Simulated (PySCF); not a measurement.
FH. Atoms are numbered in the order given.

```xyz
2

F      0.0000     0.0000    -0.0933
H      0.0000     0.0000     0.8401
```

Geometry: PBE-D3(BJ)/def2-TZVPD.

Calculation: PBE-D3(BJ)/def2-TZVPD (PySCF).

Frequencies are harmonic and unscaled.

**Question.** Give all harmonic wavenumbers and intensities. (Estimate from the structure and the level; the computed values follow.)

**Answer.** 
```csv
mode,ν (cm⁻¹),IR (km/mol),moving atoms (share of kinetic energy)
1,3962,92.5,H 95 %
```
